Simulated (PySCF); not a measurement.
Simulated C 1s region for `C=C(C)CF`, binding energy against the vacuum level.

Every computed line was given a Gaussian of 0.5 eV full width at half maximum and an area set by the number of equivalent atoms; the highest printed point is 100. Computed with delta-SCF UKS SCAN, pcX-2 on the ionised atom, pcseg-1 elsewhere, spin-free X2C in PySCF.

(binding energy (eV), intensity): (289.3, 0), (289.4, 2), (289.5, 5), (289.6, 13), (289.7, 27), (289.8, 45), (289.9, 60), (290.0, 64), (290.1, 55), (290.2, 38), (290.3, 24), (290.4, 19), (290.5, 26), (290.6, 44), (290.7, 67), (290.8, 87), (290.9, 99), (291.0, 100), (291.1, 90), (291.2, 70), (291.3, 47), (291.4, 26), (291.5, 12), (291.6, 4), (291.7, 1), (291.8, 0), (291.9, 0), (292.0, 0), (292.1, 0), (292.2, 0), (292.3, 0), (292.4, 0), (292.5, 0), (292.6, 1), (292.7, 4), (292.8, 10), (292.9, 23), (293.0, 40), (293.1, 56), (293.2, 64), (293.3, 58), (293.4, 43), (293.5, 25), (293.6, 12), (293.7, 4), (293.8, 1), (293.9, 0)

**Question.** How many maxima does the curve show, and how many computed lines lie under it?

**Answer.** The curve has 3 maxima (at 290.0, 291.0 and 293.2 eV). Under it lie 4 lines from 4 inequivalent carbon sites. At this width some lines have no maximum of their own.

**Question.** Decompose the envelope and assign each component. Numbering: `[CH2:1]=[C:2]([CH3:3])[CH2:4][F:5]`.

**Answer.** 
```json
{"position (eV)": "289.98", "relative area": "1", "line": "C 1s", "atoms": "C1", "environment": "terminal =CH2 carbon"}
{"position (eV)": "290.81", "relative area": "1", "line": "C 1s", "atoms": "C2", "environment": "fully substituted alkene carbon"}
{"position (eV)": "291.10", "relative area": "1", "line": "C 1s", "atoms": "C3", "environment": "allylic carbon"}
{"position (eV)": "293.21", "relative area": "1", "line": "C 1s", "atoms": "C4", "environment": "sp3 C–F carbon"}
```

The listed C 1s values span 3.23 eV, from C1 (bonded to C (double bond) and 2 H) to C4 (bonded to F, C and 2 H). Summing the Pauling electronegativity differences to the bonded atoms, each weighted by its formal bond order, gives -0.70 for the lowest site and +0.73 for the highest; no listed site has a larger sum than the highest. The smallest sum, -1.05, belongs to C3, 1.12 eV above the lowest.

Shake-up satellites, vibrational structure and lifetime widths aren't simulated. Isolated species at its PBE0-D3(BJ)/def2-SVP geometry (one conformer only).

Time: 74 s. Hardware: Arm Neoverse N1, one thread, no GPU, on a shared host.

Shape of the structure used: `[CH2:1]=[C:2]([CH3:3])[CH2:4][F:5]`: C1–C2–C4–F5 2°.
